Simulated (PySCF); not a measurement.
# SiB⁺: frontier orbitals

ωB97X at R = 2.111 Å; basis Si 6-31G(d,p), B 6-31G(d,p); no relativity; PySCF 2.14. State: ³Π (triplet), unpaired electrons σ ↑, π ↑. Only the outer orbitals are listed, counted within each symmetry.

```tsv
spin	orbital	occ.	ε (eV)	on Si (%)	main shells (%)
α	5σ	1	-24.72	58	52 Si s, 35 B s
α	6σ	1	-19.59	44	51 B s, 36 Si s
α	7σ	1	-15.75	43	51 B p, 34 Si p, 8 Si s
α	2π	1	-15.09	61	60 Si p, 38 B p
α	2π	0	-8.49	64	64 Si p, 36 B p
α	3π	0	-6.44	40	60 B p, 39 Si p
α	3π	0	-5.38	37	63 B p, 36 Si p
β	5σ	1	-23.23	59	55 Si s, 32 B s, 8 B p
β	6σ	1	-17.54	59	42 Si s, 42 B s, 16 Si p
β	2π	0	-8.17	70	70 Si p, 30 B p
β	2π	0	-7.75	69	68 Si p, 31 B p
β	7σ	0	-7.27	30	44 B p, 28 Si p, 25 B s
```

Problem. Which are the highest filled and the lowest empty level, where do they sit, and how wide is the gap?

Solution. Highest filled α 2π at -15.09 eV (in %: 60 Si p, 38 B p); lowest empty α 2π at -8.49 eV (in %: 64 Si p, 36 B p); the gap at ωB97X is 6.60 eV. Both belong to one degenerate shell, split only by its one-sided filling, so this is no excitation gap.

| Property | Result |
| --- | --- |
| bond order (Mayer) | 1.28 |
| ⟨S²⟩ | 2.007 |
| charge on Si (Mulliken, basis-dependent) | 0.75 |
| charge on Si (Löwdin, basis-dependent) | 0.68 |
| dipole moment (positive dipole points towards B; it is taken about the centre of mass and depends on that origin) | 0.89 D |

The state is the lowest determinant that a PBE0 search found; another state may lie lower at other levels.
